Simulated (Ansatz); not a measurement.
A made-up structure of CH5MgSi (charge -1), closed shell:

```xyz
8
angstrom
C -1.4355 1.5401 -1.5865
Mg -0.5716 0.4032 -0.2070
Si 1.1297 -1.1473 1.1001
H -2.2807 1.1893 -2.1934
H -1.0802 -1.2203 -0.4600
H 1.7367 -0.5310 2.3380
H 2.3582 -1.6620 0.3889
H 0.5522 -2.4256 1.6589
```

It is relaxed with PBE-D4/def2-SVPD and then PBE0-D4/def2-TZVPD (Ansatz 0.2.0). Atoms count as bonded within 1.22 times the sum of their covalent radii (H–H: 0.88 Å). The end point is not checked to be a true minimum.

(1) Does its bonding change? (Judge from chemistry; the calculation decides.)

Answers

(1) Computed: Yes. Formed: C1–H5; broken: Mg2–H5.

Where it ends: The first stage lowers the energy by 3.92 eV in 18 steps. It ends as CH₅MgSi ([CH2][Mg][SiH3]), total charge -1:
| atom | x (Å) | y (Å) | z (Å) |
| --- | --- | --- | --- |
| C1 | -1.7005 | 0.4146 | -1.6153 |
| Mg2 | -0.5139 | -0.0575 | -0.0944 |
| Si3 | 1.3895 | -1.1839 | 1.3601 |
| H4 | -1.6271 | 1.3744 | -2.1435 |
| H5 | -2.7309 | 0.0431 | -1.6928 |
| H6 | 1.7662 | -0.4863 | 2.6445 |
| H7 | 2.7439 | -1.3816 | 0.7221 |
| H8 | 1.0817 | -2.5764 | 1.8583 |

Labels in which every atom is bracketed show which atoms are joined, not bond orders.

For scale, one of the runs: PBE0-D4/def2-TZVPD relaxation, 160 basis functions, launched by `ansatz run in.yaml --threads 2 --pin off --events-out ev --progress --plain --max-ram 4352MiB`. Hardware: 2 CPU threads of an Arm Neoverse V2, shared host. Wall time about 75 s.
